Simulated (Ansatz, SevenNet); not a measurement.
For hcp Be, the machine-learned potential SevenNet-l3i5 (trained on PBE and PBE+U data) gives:

* **lattice constant a**: 2.253 Å
* **lattice parameter c**: 3.614 Å

Problem. What does HSE06 (PAW; Ansatz, a first-principles code) give for the same quantities?

Solution. 
- lattice constant a: 2.257 Å (goes up by 0.2 %)
- lattice parameter c: 3.567 Å (falls by 1.3 %)

For comparison: lattice constant a 2.286 Å (measured, 293 K, no zero-point or thermal correction, our sources range from 2.286 to 2.290; as tabulated in Wikipedia's data pages); lattice parameter c 3.584 Å (measured, 293 K, not corrected to a static lattice; as tabulated in Wikipedia's data pages).

Changes are worked out from the printed values.

Unless a cell is named, each level is at its own relaxed cell (SevenNet-l3i5 7.94, HSE06 7.87 Å³/atom).

Ansatz's density-functional and Hartree–Fock values are scalar-relativistic unless marked +SOC, with PAW data made under PBE.
